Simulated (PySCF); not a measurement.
**The first ionisation energy along the alkaline earths**

All values are computed (PySCF 2.14, energy differences of UHF-based or UKS calculations, no spin-orbit coupling). Values in eV. The last column holds reference values (NIST; (s) semi-empirical, (t) theoretical, else measured). Unmarked ones compare directly (S terms, centres of terms, or small fine structure); those marked * lie between the lowest fine-structure levels and include a spin-orbit shift.

| element | configurations | MP2 (valence) | SCS-MP2 (valence) | CCSD (valence) | CCSD(T) (valence) | CCSDT (valence) | FCI (valence) | reference |
| --- | --- | --- | --- | --- | --- | --- | --- | --- |
| Be (def2-TZVP, non-relativistic) | [He] 2s2 → [He] 2s1 | 8.751 | 8.893 | 9.269 | 9.269 | 9.269 | 9.269 | 9.323 |
| Mg (def2-TZVP, non-relativistic) | [Ne] 3s2 → [Ne] 3s1 | 7.202 | 7.320 | 7.501 | 7.501 | 7.501 | 7.501 | 7.646 |
| Ca (def2-TZVP, non-relativistic) | [Ar] 4s2 → [Ar] 4s1 | 5.623 | 5.724 | 5.890 | 5.890 | 5.890 | 5.890 | 6.113 |
| Sr (def2-TZVP with the def2 core potential (28 electrons), ECP) | [Kr] 5s2 → [Kr] 5s1 | 5.217 | 5.312 | 5.443 | 5.443 | 5.443 | 5.443 | 5.695 |
| Ba (def2-TZVP with the def2 core potential (46 electrons), ECP) | [Xe] 6s2 → [Xe] 6s1 | 4.660 | 4.739 | 4.861 | 4.861 | 4.861 | 4.861 | 5.212 |

| method | elements | mean error (eV) | mean absolute error (eV) | largest error (eV) |
| --- | --- | --- | --- | --- |
| MP2 (valence) | 5 | -0.507 | 0.507 | -0.571 |
| SCS-MP2 (valence) | 5 | -0.400 | 0.400 | -0.472 |
| CCSD (valence) | 5 | -0.205 | 0.205 | -0.351 |
| CCSD(T) (valence) | 5 | -0.205 | 0.205 | -0.351 |
| CCSDT (valence) | 5 | -0.205 | 0.205 | -0.351 |
| FCI (valence) | 5 | -0.205 | 0.205 | -0.351 |

Errors include the incompleteness of the basis and the frozen core.

"Valence" correlates the outer s and p shells and, in groups 3 to 12 and the f block, the outer d or f shell, open or full, or the next shell where the ion has no valence electron left; the wider scheme adds the next inner shell.
